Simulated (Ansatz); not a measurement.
in.yaml

```yaml
crystal:
  periodic: [false, false, false]
  atoms:
    - {symbol: Sn, position_ang: [0.030688, -0.312093, -0.001819]}
    - {symbol: F, position_ang: [-0.134186, 0.991255, -1.424215]}
    - {symbol: F, position_ang: [-0.057566, 0.958831, 1.435582]}
basis:
  gaussian: {orbitals: def2-SVP}
magnetization: {spin_polarized: false}
correlation: {method: ccsd_t, electrons: outside_noble_gas}
scf: {lower_state_search: off}
output: {forces: true}
```

```sh
$ ansatz run in.yaml --threads 1 --pin off --events-out ev --progress --plain --max-ram 2393MiB
```

Output:

```
these checks for a lower state are left out or cut short: starts, cluster_reference, orbital_swaps, neighbouring_geometries, increment
594 factors; integrals over basis functions are off by at most 1.9e-4 eV
mean field evaluation 1: about -11211.3204 eV, gradient 4.2e1 eV
mean field evaluation 2: about -11211.3936 eV, gradient 4.2e1 eV
mean field evaluation 4: about -11214.6688 eV, gradient 1.6e0 eV
mean field evaluation 8: about -11214.7019 eV, gradient 1.2e-1 eV
mean field -11214.70198913 eV, -412.1326965027 hartree, gradient 1.7e-6 eV, S^2 0.000000; 0 other end points of the search recorded, 0 dependent functions left out
11 core orbitals not correlated, not the lowest: weight in the atoms' cores, before any rotation towards them, 0.780 or more for the frozen orbitals, at most 0.195 for the correlated occupied ones
reference -11214.70198913 eV, -412.1326965027 hartree; 9, 9 occupied and 34, 34 virtual orbitals, 594 factors
second order -12.05062840 eV of doubles, -0.00000000 eV of singles
cycle   1  -11.86604674 eV  change    1.8e-1 eV  update   1.1e-1
cycle   2  -12.18174943 eV  change   -3.2e-1 eV  update   4.1e-2
cycle   3  -12.28596733 eV  change   -1.0e-1 eV  update   2.3e-2
cycle   4  -12.28106228 eV  change    4.9e-3 eV  update   5.6e-3
cycle   5  -12.27510569 eV  change    6.0e-3 eV  update   2.7e-3
cycle   6  -12.27596090 eV  change   -8.6e-4 eV  update   8.7e-4
cycle   7  -12.27611022 eV  change   -1.5e-4 eV  update   3.0e-4
cycle   8  -12.27595253 eV  change    1.6e-4 eV  update   9.5e-5
cycle   9  -12.27597156 eV  change   -1.9e-5 eV  update   3.4e-5
cycle  10  -12.27600055 eV  change   -2.9e-5 eV  update   1.1e-5
cycle  11  -12.27599506 eV  change    5.5e-6 eV  update   4.4e-6
perturbative correction -0.21845700 eV, -0.0080281468 hartree
the calculation of the forces begins
mean field evaluation 16: about -11214.5730 eV, gradient 1.1e0 eV
Total energy: -11227.19644120 eV, -412.5918591470 hartree
Atom 0 at     0.030688    -0.312093    -0.001819 Å, force     0.076922    -0.861587    -0.308725 eV/Å
Atom 1 at    -0.134186     0.991255    -1.424215 Å, force    -0.037588     0.299430    -0.315496 eV/Å
Atom 2 at    -0.057566     0.958831     1.435582 Å, force    -0.039334     0.562156     0.624220 eV/Å
Dipole moment:     0.070957    -0.719119     0.005395 e Å
Checks for a lower state left out: starts, cluster_reference, orbital_swaps, neighbouring_geometries, increment
```

Forces (eV/Å):
```
Sn   0.077 -0.862 -0.309
F   -0.038  0.299 -0.315
F   -0.039  0.562  0.624
```

Ran on 1 thread of Intel Xeon, shared host: 9 s wall, 0.14 GiB peak host memory.
